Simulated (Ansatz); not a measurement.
# A ladder of methods for BNH2Cl (SMILES N[B]Cl)

The species is BNH2Cl (5 atoms), meant as a doublet with charge 0. As SMILES, `N[B]Cl`. Geometry: relaxed at PBE0-D4/def2-TZVP. This is one conformer, not always the lowest.

```tsv
atom	x (Å)	y (Å)	z (Å)
N	-0.3340	0.4121	-0.2567
B	-0.0984	-0.5446	0.7044
Cl	1.3432	-1.5262	0.7846
H	-1.1767	0.9599	-0.2731
H	0.3158	0.6251	-1.0006
```

Quantity: the energy change with the N1–H5 bond stretched from 1.010 to 2.021 Å, in eV. The values are calculated.

| level | kind | program | value (eV) | less FCI/STO-3G |
| --- | --- | --- | --- | --- |
| U-r2SCAN0/STO-3G | hybrid meta-GGA | Ansatz | 4.11 | +1.01 |
| UBHLYP/STO-3G | global hybrid | Ansatz | 4.29 | +1.19 |
| U-wB97X/STO-3G | range-separated hybrid | Ansatz | 4.25 | +1.15 |
| UCAM-B3LYP/STO-3G | range-separated hybrid | Ansatz | 4.07 | +0.97 |
| UB2PLYP/STO-3G | double hybrid | Ansatz | 3.79 | +0.69 |
| UBCCD(T)/STO-3G | coupled cluster or CI | Ansatz | 3.14 | +0.04 |
| UCCSD(T)/STO-3G | coupled cluster or CI | Ansatz | 3.20 | +0.10 |
| UCCSDT(Q)/STO-3G | coupled cluster or CI | Ansatz | 3.07 | -0.03 |
| FCI/STO-3G | exact in the basis | Ansatz | 3.10 | 0.00 |

FCI/STO-3G is exact within its basis and frozen core, so for wave-function methods in that basis the difference is their error; functionals converge differently with the basis, so for them it is only a difference. The first shape isn't each level's own minimum. The values span 3.07 to 4.29 eV. Spin contamination of the reference (⟨S²⟩ at least 0.1 too high) touches U-r2SCAN0/STO-3G, UBHLYP/STO-3G, U-wB97X/STO-3G, UCAM-B3LYP/STO-3G, UB2PLYP/STO-3G, UBCCD(T)/STO-3G, UCCSD(T)/STO-3G, UCCSDT(Q)/STO-3G. All rows use very small basis sets, so even the best lies far from the true value.
